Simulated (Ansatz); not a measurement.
Process, species as SMILES: C#N (CH-N) → [C]#N (C-N) + H atom
B3LYP-D3(BJ)/def2-TZVP geometries, fixed; electronic energies without zero-point terms.

Basis-set convergence of the bond dissociation energy at PBE with Ansatz (a program for electronic structure). Cartesian d functions, on some or all atoms, in 6-31G*, 6-31+G*; all else is spherical. The program fits the integrals of some runs and decomposes those of others, by size. Open shells are unrestricted. No added dispersion term, no relativity. Functions are those of the species that has most. Reference: the value in pcseg-4, 128.77 kcal/mol, itself unsure by roughly 0.04 kcal/mol (its mean distance from aug-pcseg-3, aug-cc-pVQZ, cc-pV5Z). Deviations are taken from unrounded values.

```tsv
basis	functions	bond dissociation energy (kcal/mol)
6-31G*	32	127.28
6-31+G*	40	127.62
cc-pVDZ	33	126.63
aug-cc-pVDZ	55	127.08
def2-SVP	33	128.07
def2-SVPD	48	129.24
pcseg-1	33	126.94
aug-pcseg-1	55	127.44
6-311G**	42	128.54
6-311+G**	50	128.90
def2-TZVP	68	128.60
def2-TZVPD	83	128.68
cc-pVTZ	74	128.76
aug-cc-pVTZ	115	128.82
pcseg-2	74	128.90
aug-pcseg-2	115	128.88
def2-TZVPP	76	128.84
def2-TZVPPD	91	128.90
cc-pVQZ	140	128.89
aug-cc-pVQZ	206	128.85
def2-QZVPP	144	128.78
def2-QZVPPD	159	128.75
pcseg-3	153	128.81
aug-pcseg-3	219	128.79
```

What the diffuse functions change, pair by pair:
- 6-31G* to 6-31+G*: 8 more functions, deviation -1.49 to -1.15 kcal/mol
- cc-pVDZ to aug-cc-pVDZ: 22 more functions, deviation -2.14 to -1.69 kcal/mol
- def2-SVP to def2-SVPD: 15 more functions, deviation -0.70 to 0.47 kcal/mol
- pcseg-1 to aug-pcseg-1: 22 more functions, deviation -1.83 to -1.33 kcal/mol
- 6-311G** to 6-311+G**: 8 more functions, deviation -0.23 to 0.13 kcal/mol
- def2-TZVP to def2-TZVPD: 15 more functions, deviation -0.17 to -0.09 kcal/mol
- cc-pVTZ to aug-cc-pVTZ: 41 more functions, deviation -0.01 to 0.05 kcal/mol
- pcseg-2 to aug-pcseg-2: 41 more functions, deviation 0.13 to 0.11 kcal/mol
- def2-TZVPP to def2-TZVPPD: 15 more functions, deviation 0.07 to 0.13 kcal/mol
- cc-pVQZ to aug-cc-pVQZ: 66 more functions, deviation 0.12 to 0.07 kcal/mol
- def2-QZVPP to def2-QZVPPD: 15 more functions, deviation 0.00 to -0.02 kcal/mol
- pcseg-3 to aug-pcseg-3: 66 more functions, deviation 0.04 to 0.02 kcal/mol

They bring the value nearer the reference by more than 0.04 kcal/mol in 7 of 12 pairs.
